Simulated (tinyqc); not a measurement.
G0W0 on RHF in the sto-3g basis, for H2F+, spin multiplicity 1, step by step. One step of it, computed by the program tinyqc.

Problem. Iteration 7 (converged): orbitals. Diagonalise F' = X^T F X, C = X C', fill 5 alpha and 5 beta electrons from the bottom; D = 2 C_occ C_occ^T. Each column has its largest component positive (the first on a tie).

converged F (hartree), order 1F 1s, 1F 2s, 1F 2px, 1F 2py, 1F 2pz, 2H 1s, 3H 1s:
$$\begin{pmatrix}
-26.615258 & -6.789022 & 0.000000 & 0.000000 & -0.023049 & -1.268711 & -1.268711 \\
-6.789022 & -3.649831 & 0.000000 & 0.000000 & -0.118487 & -1.277695 & -1.277695 \\
0.000000 & 0.000000 & -1.048025 & 0.000000 & 0.000000 & 0.000000 & 0.000000 \\
0.000000 & 0.000000 & 0.000000 & -1.018533 & 0.000000 & -0.569104 & 0.569104 \\
-0.023049 & -0.118487 & 0.000000 & 0.000000 & -1.028283 & -0.399124 & -0.399124 \\
-1.268711 & -1.277695 & 0.000000 & -0.569104 & -0.399124 & -0.896459 & -0.403372 \\
-1.268711 & -1.277695 & 0.000000 & 0.569104 & -0.399124 & -0.403372 & -0.896459
\end{pmatrix}$$

X, order 1F 1s, 1F 2s, 1F 2px, 1F 2py, 1F 2pz, 2H 1s, 3H 1s:
$$\begin{pmatrix}
1.023989 & -0.138916 & 0.000000 & 0.000000 & -0.006197 & 0.019144 & 0.019144 \\
-0.138916 & 1.178320 & 0.000000 & 0.000000 & 0.062668 & -0.237614 & -0.237614 \\
0.000000 & 0.000000 & 1.000000 & 0.000000 & 0.000000 & 0.000000 & 0.000000 \\
0.000000 & 0.000000 & 0.000000 & 1.085862 & 0.000000 & -0.193520 & 0.193520 \\
-0.006197 & 0.062668 & 0.000000 & 0.000000 & 1.025152 & -0.095718 & -0.095718 \\
0.019144 & -0.237614 & 0.000000 & -0.193520 & -0.095718 & 1.143233 & -0.081025 \\
0.019144 & -0.237614 & 0.000000 & 0.193520 & -0.095718 & -0.081025 & 1.143233
\end{pmatrix}$$

Give: F' = X^T F X; orbital energies; coefficients C; D after iteration 7.

Solution.

F' = X^T F X (hartree):
$$\begin{pmatrix}
-26.1331 & -3.4465 & 0.0000 & 0.0000 & -0.0410 & -0.1755 & -0.1755 \\
-3.4465 & -2.2393 & 0.0000 & 0.0000 & 0.0388 & -0.5250 & -0.5250 \\
0.0000 & 0.0000 & -1.0480 & 0.0000 & 0.0000 & 0.0000 & 0.0000 \\
0.0000 & 0.0000 & 0.0000 & -0.7595 & 0.0000 & -0.4683 & 0.4683 \\
-0.0410 & 0.0388 & 0.0000 & 0.0000 & -0.9452 & -0.2706 & -0.2706 \\
-0.1755 & -0.5250 & 0.0000 & -0.4683 & -0.2706 & -0.3655 & -0.0895 \\
-0.1755 & -0.5250 & 0.0000 & 0.4683 & -0.2706 & -0.0895 & -0.3655
\end{pmatrix}$$

orbital energies (hartree): MO1 -26.6251, MO2 -2.0693, MO3 -1.2228, MO4 -1.0775, MO5 -1.0480, MO6 -0.0009, MO7 0.1873

coefficients C, order 1F 1s, 1F 2s, 1F 2px, 1F 2py, 1F 2pz, 2H 1s, 3H 1s:
$$\begin{pmatrix}
0.9946 & -0.2492 & 0.0000 & 0.0652 & 0.0000 & 0.1141 & 0.0000 \\
0.0234 & 0.9382 & 0.0000 & -0.3286 & 0.0000 & -0.7320 & 0.0000 \\
0.0000 & 0.0000 & 0.0000 & 0.0000 & 1.0000 & 0.0000 & 0.0000 \\
0.0000 & 0.0000 & 0.7329 & 0.0000 & 0.0000 & 0.0000 & 0.8467 \\
0.0025 & 0.1091 & 0.0000 & 0.8933 & 0.0000 & -0.5131 & 0.0000 \\
-0.0045 & 0.0872 & 0.3376 & 0.1889 & 0.0000 & 0.7660 & -0.8203 \\
-0.0045 & 0.0872 & -0.3376 & 0.1889 & 0.0000 & 0.7660 & 0.8203
\end{pmatrix}$$

D after iteration 7, order 1F 1s, 1F 2s, 1F 2px, 1F 2py, 1F 2pz, 2H 1s, 3H 1s:
$$\begin{pmatrix}
2.1112 & -0.4638 & 0.0000 & 0.0000 & 0.0670 & -0.0278 & -0.0278 \\
-0.4638 & 1.9776 & 0.0000 & 0.0000 & -0.3823 & 0.0394 & 0.0394 \\
0.0000 & 0.0000 & 2.0000 & 0.0000 & 0.0000 & 0.0000 & 0.0000 \\
0.0000 & 0.0000 & 0.0000 & 1.0743 & 0.0000 & 0.4949 & -0.4949 \\
0.0670 & -0.3823 & 0.0000 & 0.0000 & 1.6199 & 0.3565 & 0.3565 \\
-0.0278 & 0.0394 & 0.0000 & 0.4949 & 0.3565 & 0.3146 & -0.1414 \\
-0.0278 & 0.0394 & 0.0000 & -0.4949 & 0.3565 & -0.1414 & 0.3146
\end{pmatrix}$$
